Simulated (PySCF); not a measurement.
The same gas-phase reaction for C, Si, Ge, Sn, Pb:
- 2 CCl₂ + F₂ → CCl₄ + CF₂
- 2 SiCl₂ + F₂ → SiCl₄ + SiF₂
- 2 GeCl₂ + F₂ → GeCl₄ + GeF₂
- 2 SnCl₂ + F₂ → SnCl₄ + SnF₂
- 2 PbCl₂ + F₂ → PbCl₄ + PbF₂

Method: PySCF energies plus ideal-gas RRHO corrections (1 bar). † marks an energy on the PBE0/def2-TZVP geometry and frequencies; other levels use their own. CCSD(T) freezes the core. All species are closed-shell singlets. Pb, Sn: scalar-relativistic def2 core potential, no spin-orbit coupling. Ge: all electrons, no relativistic terms. CCSD(T) isn't extrapolated to the basis-set limit. Warning, large T1 diagnostic: CCl₂ (CCSD(T)/def2-SVP†, CCSD(T)/def2-TZVPP†).

ΔH°(298 K) in kJ, by level:

| level | C | Si | Ge | Sn | Pb |
|---|---|---|---|---|---|
| ωB97M-V/def2-TZVP† | -759.8 | -945.4 | -698.2 | -598.7 | -389.3 |
| M06-2X/def2-TZVP† | -776.1 | -959.9 | -741.7 | … | -373.9 |
| PBE0/def2-TZVP | -747.3 | -930.0 | -683.4 | … | -369.4 |
| CCSD(T)/def2-TZVPP† | -740.2 | -946.5 | -715.7 | … | -373.6 |
| CCSD(T)/def2-SVP† | -762.9 | -898.7 | -698.9 | … | -367.2 |
| ωB97X-V/def2-TZVP† | -766.7 | -958.8 | -715.5 | … | -390.1 |

### Question
Complete the blanks.

### Answer

- M06-2X/def2-TZVP†, Sn: -630.9
- PBE0/def2-TZVP, Sn: -577.2
- CCSD(T)/def2-TZVPP†, Sn: -596.5
- CCSD(T)/def2-SVP†, Sn: -581.7
- ωB97X-V/def2-TZVP†, Sn: -609.4
